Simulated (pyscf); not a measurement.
Hydrogen abstraction: C₃H₂O (SMILES O=c1cc1) + H• (SMILES [H]) → C₃HO (SMILES O=c1[c]c1) [doublet] + H₂ (SMILES [H][H])

Gas phase, doublet surface, charge 0. Bonds broken: C3–H5. Bonds formed: H5–H7. PySCF, gas phase, ωB97X-D3(BJ)/def2-SVP geometries.

Transition state (Å):

```xyz
7

O      1.0422     1.3307    -0.7485
C      0.2620     0.5247    -0.3458
C     -0.5925    -0.6295    -0.4897
C     -0.5576    -0.0297     0.7061
H     -1.2047    -1.6778    -1.0695
H     -0.9139    -0.0038     1.7382
H     -1.6963    -2.4381    -1.3603
```

One imaginary mode, 1641i cm⁻¹; descent along it reached the two sides named.

```csv
bond,change,reactant side (Å),saddle,product side
C3–H5,breaks,1.092,1.345,2.9
H5–H7,forms,3.1,0.951,0.761
```

Electronic energies relative to the separated reactants (eV):

```json
[
 {"level": "ωB97X-D3(BJ)/def2-TZVP", "barrier": "0.53", "reaction energy": "-0.18", "reverse barrier": "0.71"},
 {"level": "PBE/def2-TZVP", "barrier": "0.08", "reaction energy": "-0.33", "reverse barrier": "0.41"},
 {"level": "r²SCAN/def2-TZVP", "barrier": "0.08", "reaction energy": "-0.42", "reverse barrier": "0.50"},
 {"level": "B3LYP-D3(BJ)/def2-TZVP", "barrier": "0.19", "reaction energy": "-0.39", "reverse barrier": "0.58"},
 {"level": "PBE0-D3(BJ)/def2-TZVP", "barrier": "0.33", "reaction energy": "-0.15", "reverse barrier": "0.49"},
 {"level": "M06-2X/def2-TZVP", "barrier": "0.54", "reaction energy": "-0.20", "reverse barrier": "0.75"},
 {"level": "ωB97M-D3(BJ)/def2-TZVP", "barrier": "0.51", "reaction energy": "-0.21", "reverse barrier": "0.72"},
 {"level": "HF/def2-TZVP", "barrier": "1.18", "reaction energy": "+0.23", "reverse barrier": "0.95"}
]
```

With ωB97M-D3(BJ)/def2-TZVP energies and thermal terms (ideal gas, 1 atm, RRHO with modes under 100 cm⁻¹ raised to 100, one conformer, R ln 2 for chiral ones without a mode under 150 cm⁻¹), in eV:

| T (K) | ΔH‡ | ΔG‡ | ΔH | ΔG |
|---|---|---|---|---|
| 298 | 0.41 | 0.67 | -0.26 | -0.34 |
| 600 | 0.39 | 0.94 | -0.25 | -0.43 |
| 900 | 0.39 | 1.21 | -0.26 | -0.51 |
| 1200 | 0.39 | 1.49 | -0.28 | -0.59 |

One saddle was located; it need not be the lowest between these sides. The angle at the transferred H is 172°.
